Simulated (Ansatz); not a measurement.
# CH₂FSi radical (SMILES FC=[SiH]): functionals against CCSD(T) at one geometry

A test off equilibrium: a structure displaced at random from a GFN2-xTB minimum is computed at several levels, and each is set against CCSD(T).

Program: Ansatz 0.2.0, Gaussian basis. Level of theory: single points in def2-TZVPP. These are calculated values, not measurements.

Cores are frozen in the correlated methods. Orbitals are unrestricted.

## (1) Starting geometry

SMILES `FC=[SiH]`, 5 atoms, charge 0, spin multiplicity 2.

Atoms are counted from 1 here; the program's logs count them from 0.

Bond lengths: C2–Si3 1.836 Å, C2–H4 1.139 Å, Si3–H5 1.479 Å. Angles: Si3–C2–H4 124.4°, C2–Si3–H5 101.4°.

Coordinates:

```
F    -0.3669   -1.7863    0.6941
C    -0.2698   -0.4976   -0.1666
Si    1.0101    0.7299    0.3103
H    -1.3634   -0.2450   -0.3629
H     1.0496    1.5915   -0.8916
```

## (2) CCSD(T)/def2-TZVPP

run/in.yaml

```yaml
crystal:
  periodic: [false, false, false]
  atoms:
    - {symbol: F, position_ang: [-0.366900, -1.786300, 0.694100]}
    - {symbol: C, position_ang: [-0.269800, -0.497600, -0.166600]}
    - {symbol: Si, position_ang: [1.010100, 0.729900, 0.310300]}
    - {symbol: H, position_ang: [-1.363400, -0.245000, -0.362900]}
    - {symbol: H, position_ang: [1.049600, 1.591500, -0.891600]}
basis:
  gaussian: {orbitals: def2-TZVPP}
magnetization: {spin_polarized: true, initial_magnetization: 1}
correlation: {method: ccsd_t}
scf: {omitted_lower_state_checks: [cluster_reference]}
output: {forces: true}
```

The command line of these runs was not kept.

## (3) PBE0-D4/def2-TZVPP

run/in.yaml, as its differences from that of step 2:

```diff
@@ -11,4 +11,3 @@
 magnetization: {spin_polarized: true, initial_magnetization: 1}
-correlation: {method: ccsd_t}
-scf: {omitted_lower_state_checks: [cluster_reference]}
-output: {forces: true}
+hamiltonian: {xc: pbe0, dispersion: d4}
+output: {forces: true, orbitals: {seedname: orbitals}}
```

## (4) wB97M-V/def2-TZVPP

run/in.yaml, as its differences from that of step 3:

```diff
@@ -11,3 +11,3 @@
 magnetization: {spin_polarized: true, initial_magnetization: 1}
-hamiltonian: {xc: pbe0, dispersion: d4}
-output: {forces: true, orbitals: {seedname: orbitals}}
+hamiltonian: {xc: {name: wB97M-V}}
+output: {forces: true}
```

## (5) r2SCAN-D4/def2-TZVPP

run/in.yaml, as its differences from that of step 4:

```diff
@@ -11,3 +11,3 @@
 magnetization: {spin_polarized: true, initial_magnetization: 1}
-hamiltonian: {xc: {name: wB97M-V}}
+hamiltonian: {xc: r2scan, dispersion: d4}
 output: {forces: true}
```

## (6) PBE-D4/def2-TZVPP

run/in.yaml, as its differences from that of step 5:

```diff
@@ -11,3 +11,3 @@
 magnetization: {spin_polarized: true, initial_magnetization: 1}
-hamiltonian: {xc: r2scan, dispersion: d4}
+hamiltonian: {xc: pbe, dispersion: d4}
 output: {forces: true}
```

## (7) r2SCAN0-D4/def2-TZVPP

run/in.yaml, as its differences from that of step 6:

```diff
@@ -11,3 +11,3 @@
 magnetization: {spin_polarized: true, initial_magnetization: 1}
-hamiltonian: {xc: pbe, dispersion: d4}
+hamiltonian: {xc: {name: r2SCAN0}, dispersion: d4}
 output: {forces: true}
```

## (8) SPW92/def2-TZVPP

run/in.yaml, as its differences from that of step 7:

```diff
@@ -11,3 +11,3 @@
 magnetization: {spin_polarized: true, initial_magnetization: 1}
-hamiltonian: {xc: {name: r2SCAN0}, dispersion: d4}
+hamiltonian: {xc: lda}
 output: {forces: true}
```

(Steps that only read results are left out.)

**Question.** What will these runs give? Wanted: energy less free atoms, CCSD(T)/def2-TZVPP; RMS force component; RMS force error; HOMO and LUMO, PBE0-D4; T1 diagnostic.

**Answer**, as computed:

```
                                  quantity                                                                                            value
energy less free atoms, CCSD(T)/def2-TZVPP                                                                                       -14.766 eV
                       RMS force component                                                             1.326 to 1.605 eV/Å over the methods
                           RMS force error  PBE0-D4 0.116, wB97M-V 0.084, r2SCAN-D4 0.140, PBE-D4 0.257, r2SCAN0-D4 0.132, SPW92 0.409 eV/Å
                    HOMO and LUMO, PBE0-D4                                                                               -7.15 and -3.73 eV
                             T1 diagnostic                                                                                            0.047
```

Against CCSD(T) the functionals' energies less atoms differ by -3.568 to -0.264 eV, PBE-D4 by -1.397 eV. CCSD(T) in triple zeta still lacks some correlation energy of the bonds, so part of these gaps is its own basis error and they don't rank the functionals. On forces the order runs from wB97M-V to SPW92. Frozen-core CCSD(T) forces in triple zeta carry basis errors of their own, and this is one geometry, so small gaps rank nothing. The T1 diagnostic is large here, over the usual mark for main-group molecules (transition-metal compounds often pass it harmlessly), so CCSD(T) itself may be off. The unrestricted reference is spin-contaminated, which hurts MP2 most.
